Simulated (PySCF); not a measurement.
Gas-phase reaction: Al₂O₂ → 2 AlO

Method: PySCF energies (xtb for GFN2) plus ideal-gas RRHO corrections (1 bar). 'Table' is the NASA 1993 thermochemical table (part measured, part estimated). After a fit of one offset per element over all species, the range-separated, M06-2X, PBE0/def2-QZVP and CCSD(T)/def2-TZVPP enthalpies, where run, lie to one side of the table for Al₂O₂ (+36 kJ/mol): a fault of the table's entry, another state or a shared error of the levels is possible; this was not checked at source. S°(298 K) at PBE0/def2-TZVP differs from the NASA 1993 table for Al₂O₂ (-11 J/mol/K); whether the harmonic model or the table's entry is off was not settled. † marks an energy on the PBE0/def2-TZVP geometry and frequencies; other levels use their own. 6-31G* has spherical d functions here. Open shells (unrestricted): AlO (multiplicity 2); the rest are closed-shell singlets. GFN2 has no spin-polarisation term. B3LYP is the form with VWN-RPA correlation. For this reaction the table lies outside the span of B3LYP, M06-2X, PBE0, r2SCAN, ωB97M-V, ωB97X-V in their largest bases here; which side is off was not settled. The harmonic model lacks anharmonicity and excited electronic states, which grow with temperature; levels with a mode under 35 cm⁻¹ are left out. Strong static correlation: Al₂O₂. The table's entry may be an old estimate for Al₂O₂, AlO (not checked at source).

| level | ΔH°(298 K), kJ | minus table | ΔG°(600 K), kJ |
|---|---|---|---|
| table | 528.4 | - | 435.8 |
| B3LYP/6-31G* | 472.5 | -55.9 | 373.0 |
| B3LYP/def2-TZVP† | 470.5 | -57.9 | 370.7 |
| GFN2-xTB | 428.2 | -100.2 | 331.0 |
| PBE/def2-TZVP† | 473.8 | -54.6 | 374.0 |
| PBE0/def2-QZVP† | 490.7 | -37.7 | 390.9 |
| PBE0/def2-TZVP | 491.6 | -36.8 | 391.8 |
| LDA/def2-TZVP† | 549.9 | 21.5 | 450.1 |
| ωB97M-V/def2-TZVP† | 489.5 | -38.9 | 389.7 |
